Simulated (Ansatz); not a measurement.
A nudged elastic band was laid between two geometries of C2H7N3O (13 atoms, charge 0, multiplicity 1).

Method: RKS B3LYP-D4/def2-SVP (Ansatz).

- movable images: 7
- climbing image: yes
- spring: 5.0 eV/Å²
- optimiser: quadratic models (default)
- start path: through a guess of the saddle point
- force threshold: 0.03 eV/Å
- iteration limit: 60
- end points: relaxed

Initial state:

```xyz
13
Properties=species:S:1:pos:R:3
C -0.494 -1.385 -1.386
N 0.002 -1.164 -0.242
C 0.138 0.207 0.243
N -0.686 0.438 1.410
N 1.512 0.363 0.650
O -0.280 1.127 -0.755
H -0.820 -0.587 -2.074
H -0.613 -2.429 -1.715
H -1.645 0.149 1.214
H -0.340 -0.137 2.177
H 1.678 1.339 0.895
H 2.131 0.124 -0.124
H -0.564 1.920 -0.279
```

Final state:

```xyz
13
Properties=species:S:1:pos:R:3
C -0.870 -1.374 -1.695
N -0.109 -1.102 -0.669
C 0.117 0.180 0.082
N -0.707 0.319 1.257
N 1.487 0.130 0.517
O -0.207 1.204 -0.812
H -1.344 -0.407 -1.984
H 0.436 -1.851 -0.234
H -1.684 0.146 1.022
H -0.429 -0.352 1.973
H 1.688 0.926 1.122
H 2.106 0.183 -0.291
H -0.462 1.964 -0.271
```

(1) What changes between the two ends?

(2) What energy profile does the band end with?

(3) What is the geometry of the highest image?

## Answers

(1) Bonds broken: C1–H8. Bonds formed: N2–H8.

(2) The run converged. The highest image is number 4 of 0 to 8, 3.56 eV above the first end and 2.06 eV above the last; the last end lies 1.51 eV above the first. Neighbouring images differ by up to 1.6 eV, so the band resolves the path poorly. A vibrational analysis at the climbing image gives one clearly imaginary mode, 1951i cm⁻¹: a first-order saddle point. The orbitals stay closed-shell, which can raise the energy where a bond breaks towards radicals; this wasn't checked here.

| image | path coordinate (Å) | energy (eV) | C1–H8 (Å) | N2–H8 (Å) |
| --- | --- | --- | --- | --- |
| 0 | 0.00 | 0.00 | 1.10 | 2.04 |
| 1 | 0.37 | 0.09 | 1.10 | 1.97 |
| 2 | 0.73 | 0.73 | 1.09 | 1.77 |
| 3 | 1.10 | 2.30 | 1.14 | 1.48 |
| 4 | 1.47 | 3.56 | 1.33 | 1.19 |
| 5 | 1.86 | 2.52 | 1.66 | 1.03 |
| 6 | 2.25 | 1.64 | 1.93 | 1.02 |
| 7 | 2.65 | 1.51 | 2.01 | 1.02 |
| 8 | 3.04 | 1.51 | 2.02 | 1.02 |

(3) 
```xyz
13
Properties=species:S:1:pos:R:3
C -0.629 -1.339 -1.661
N -0.197 -1.116 -0.439
C 0.088 0.210 0.205
N -0.714 0.422 1.382
N 1.467 0.188 0.601
O -0.249 1.186 -0.748
H -0.829 -0.446 -2.300
H 0.006 -2.200 -0.873
H -1.687 0.187 1.185
H -0.391 -0.195 2.126
H 1.712 1.090 1.009
H 2.059 0.046 -0.217
H -0.617 1.931 -0.254
```

The run took 4.7 min on 2 threads of Intel(R) Xeon(R) 6975P-C (Granite Rapids), with other jobs on the host, peak memory 0.33 GiB.
